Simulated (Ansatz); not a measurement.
Energy needed to pull apart CH4OSi (SMILES C1O[SiH2]1), singlet, into free ground-state atoms, from the structure below (at a frame of a short PBE0-D4/def2-SVP trajectory); no zero-point or spin–orbit terms; open-shell atoms are treated unrestricted, in their ground-state multiplicity.

```
7
angstrom
C -0.5578 -0.2508 -0.6588
O -0.0311 -1.1896 0.3423
Si 0.5528 0.4199 0.6070
H -1.5966 0.0055 -0.4740
H -0.3221 -0.5086 -1.7013
H 0.0708 1.3727 1.5651
H 1.9627 0.6498 0.4061
```

Program: Ansatz 0.2.0. Basis: def2-TZVPP. Cores are frozen in the correlated methods.

```tsv
method	atomization energy (eV)
PBE-D4	25.64
r2SCAN-D4	25.28
PBE0-D4	?
wB97M-V	25.29
HF	?
MP2	24.95
CCSD	24.09
CCSD(T)	24.51
```

What does HF give? (An estimate is asked for; the value comes from the calculation.)

By the calculation: 17.66 eV, which is about 6.86 eV less than CCSD(T)/def2-TZVPP.

What does PBE0-D4 give? (An estimate is asked for; the value comes from the calculation.)

By the calculation: 25.05 eV, which is about 0.54 eV more than CCSD(T)/def2-TZVPP.

In triple zeta the MP2 and coupled-cluster atomization energies are still short of their basis limit by a few kcal/mol a bond, whereas those of the functionals are nearly converged, so these differences are not deviations from converged CCSD(T).

No T1 diagnostic of these runs exceeds 0.016.

For scale, one of the runs: CCSD(T)/def2-TZVPP forces, 160 basis functions, launched by `ansatz run in.yaml --threads 2 --pin off --events-out ev --progress --plain --max-ram 3481MiB`. The run took 88 s on 2 CPU threads of an Arm Neoverse V2 (shared host), with 2 GiB of host memory at its peak.
